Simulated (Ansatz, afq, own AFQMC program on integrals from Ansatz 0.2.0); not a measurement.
## SiH5, doublet: AFQMC among the cluster methods

```xyz
6

H    -2.4329    0.0000    0.0000
H    -1.5449    0.0000    0.0000
Si    0.0851    0.0000    0.0000
H     0.5351   -1.4163    0.0000
H     0.5351    0.7081   -1.2265
H     0.5351    0.7081    1.2265
```

Basis cc-pVTZ. Noble-gas cores (and the filled d shells of Ga–Kr and In–Xe) are frozen. AFQMC by an in-house program on the Cholesky factors that Ansatz 0.2.0 writes for its CCSD(T) run. ph-AFQMC/CISD is guided by a CISD state made of CCSD amplitudes; releasing the constraint for a short imaginary time cuts its bias at the price of noise, slowly where states lie close. Uncertainties: one standard error, sampling alone.

Determinant: UHF, the one that the program's search chose, which needn't be the lowest solution. The geometry is a point of a scan.

No full CI on the walks' own integrals is used here; CCSDT(Q) serves as the reference and is uncertain by about the last step of the cluster series.

The T1 diagnostic is 0.0167. The weight of the determinant in the CISD state is 0.901 and the ⟨S²⟩ of the determinant is 0.773. The size of the correlated space is 9 electrons in 99 orbitals.

```
  level  correlation energy (eV)
    MP2                  -4.2682
   CCSD                  -5.1971
CCSD(T)                  -5.3266
```

Estimate where phaseless AFQMC with a CISD trial lies against CCSD(T) on the same integrals.

22.8 ± 4.6 meV below CCSD(T).

Reference: CCSDT(Q), correlation energy -5.356 eV. The released energy is read at 2.40 1/Eh (meV from the phaseless value at times in 1/Eh: -4 ± 4 at 0.24, -6 ± 3 at 0.51, -7 ± 3 at 0.99, -10 ± 3 at 1.62, -10 ± 4 at 2.40).

```json
{"level": "CCSD(T)", "E − E(reference) (meV)": "29.8", "share of correlation (%)": "99.44"}
{"level": "CCSDT", "E − E(reference) (meV)": "3.8", "share of correlation (%)": "99.93"}
{"level": "ph-AFQMC/CISD", "E − E(reference) (meV)": "7.0 ± 4.6", "share of correlation (%)": "99.87"}
{"level": "released AFQMC", "E − E(reference) (meV)": "-3.3 ± 3.8", "share of correlation (%)": "100.06"}
```

A walk keeps the symmetry of its determinant, which the program's search chose and which needn't be the lowest solution, so a lower state of the same spin and another symmetry isn't excluded. Released energies are given only where the last usable release times agree within the noise; a slower fall can still hide under it.
